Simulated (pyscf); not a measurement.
**Four-centre exchange: H₃Si–AsH₂ (SMILES [SiH3][AsH2]) + H₂O (SMILES O) → HO–AsH₂ (SMILES O[AsH2]) + SiH₄ (SMILES [SiH4])**

Gas phase, singlet surface, charge 0. Bonds broken: As1–Si2, O8–H9. Bonds formed: As1–O8, Si2–H9. PySCF, gas phase, ωB97X-D3(BJ)/def2-SVP geometries. Correlated levels are frozen-core, on RHF or UHF. ΔMP2 is the change of the MP2 total energy from the triple- to the quadruple-zeta basis.

Transition state (Å):

```xyz
10

As    -1.1237    -1.3588    -0.5361
Si     0.1184     0.8892     0.9519
H     -1.9370    -1.9058    -1.7334
H     -2.3825    -0.9208     0.1921
H     -0.4968     0.1867     2.1366
H     -0.0014     2.3595     1.2709
H      1.5878     0.5750     1.0246
O     -1.0100     0.2296    -1.8140
H     -0.6079     0.8026    -1.0102
H     -1.8805     0.5871    -2.0641
```

One imaginary mode, 423i cm⁻¹; descent along it reached the two sides named.

| bond | change | reactant side (Å) | saddle | product side |
|---|---|---|---|---|
| As1–Si2 | breaks | 2.345 | 3.0 | 3.6 |
| O8–H9 | breaks | 0.965 | 1.066 | 2.8 |
| As1–O8 | forms | 3.1 | 2.042 | 1.796 |
| Si2–H9 | forms | 3.3 | 2.094 | 1.489 |

Electronic energies relative to the separated reactants (eV):

| level | barrier | reaction energy | reverse barrier |
|---|---|---|---|
| ωB97X-D3(BJ)/def2-TZVP | 2.80 | +0.71 | 2.09 |
| PBE/def2-TZVP | 2.22 | +0.62 | 1.60 |
| r²SCAN/def2-TZVP | 2.47 | +0.62 | 1.85 |
| B3LYP-D3(BJ)/def2-TZVP | 2.48 | +0.55 | 1.93 |
| PBE0-D3(BJ)/def2-TZVP | 2.50 | +0.70 | 1.80 |
| M06-2X/def2-TZVP | 2.64 | +0.52 | 2.12 |
| ωB97M-D3(BJ)/def2-TZVP | 2.65 | +0.56 | 2.09 |
| HF/def2-TZVP | 3.55 | +0.41 | 3.13 |
| MP2/def2-QZVPP | 2.86 | +0.73 | 2.13 |
| CCSD/def2-TZVPP | 2.96 | +0.63 | 2.32 |
| CCSD(T)/def2-TZVPP | 2.78 | +0.65 | 2.14 |
| CCSD(T)/def2-TZVPP + ΔMP2(QZVPP) | 2.81 | +0.69 | 2.12 |

With CCSD(T)/def2-TZVPP + ΔMP2(QZVPP) energies and thermal terms (ideal gas, 1 atm, RRHO with modes under 100 cm⁻¹ raised to 100, one conformer, R ln 2 for chiral ones without a mode under 150 cm⁻¹), in eV:

```
T (K)   ΔH‡   ΔG‡     ΔH     ΔG
-----  ----  ----  -----  -----
298    2.73  3.18  +0.62  +0.67
600    2.74  3.63  +0.60  +0.72
900    2.77  4.07  +0.60  +0.79
1200   2.80  4.50  +0.61  +0.85
```

The same reactants have a lower exit, to HO–SiH₂–AsH₂ + H₂ (barrier +1.54 eV at ωB97M-D3(BJ)/def2-TZVP, against +2.65 eV here). This is the saddle that the search found; another between the same sides may lie lower. The CCSD(T) − MP2 part came from Ansatz, without density fitting, on the same reference. The frozen core leaves the outer d or s,p core shells of the metals and heavy elements correlated in the MP2 and CC values, and def2-TZVPP describes them poorly, which can shift differences by a few kcal/mol. Elements up to Kr have no core potential and no relativistic terms here.
